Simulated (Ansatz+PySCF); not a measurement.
Results of a calculation; reference values are marked as such.
Input for Ansatz (development build ahead of 0.2.0):

```yaml
crystal:
  periodic: [false, false, false]
  atoms:
    - { symbol: H, position_ang: [-2.4567, -0.01165, 0.23931] }
    - { symbol: "N", position_ang: [-1.55584, -0.34249, -0.07021] }
    - { symbol: C, position_ang: [-0.49963, 0.54136, 0.0136] }
    - { symbol: C, position_ang: [0.81939, 0.11381, 0.00102] }
    - { symbol: "N", position_ang: [1.92984, -0.24672, 0.0038] }
    - { symbol: H, position_ang: [-1.37099, -1.31108, 0.14487] }
    - { symbol: H, position_ang: [-0.72206, 1.57764, -0.00831] }
basis:
  gaussian: { orbitals: cc-pVTZ }
magnetization:
  spin_polarized: true
  initial_magnetization: 1
hamiltonian:
  xc: hf
correlation:
  method: mp2
  frozen_orbitals: { C: 1, H: 0, "N": 1 }
output:
  forces: true
```

The input is written out in the form of the current development build from the run's settings.

The run gave:

```
Converged                       : yes
Reference energy                : -186.40557 hartree
Correlation energy              : -0.67474 hartree
Total energy                    : -187.08030 hartree
Spin squared of the determinant : 0.910
Stability test                  : minimum
```

Forces (eV/Å):
```json
{"atom": "H1", "Fx": "0.179", "Fy": "-0.009", "Fz": "-0.064"}
{"atom": "N2", "Fx": "0.458", "Fy": "0.125", "Fz": "0.112"}
{"atom": "C3", "Fx": "-1.137", "Fy": "-0.463", "Fz": "0.025"}
{"atom": "C4", "Fx": "4.776", "Fy": "-1.697", "Fz": "-0.011"}
{"atom": "N5", "Fx": "-4.212", "Fy": "1.356", "Fz": "-0.016"}
{"atom": "H6", "Fx": "0.007", "Fy": "0.156", "Fz": "-0.034"}
{"atom": "H7", "Fx": "-0.071", "Fy": "0.532", "Fz": "-0.012"}
```

Caution: the unrestricted determinant is spin contaminated; forces differ strongly between restricted and unrestricted references.
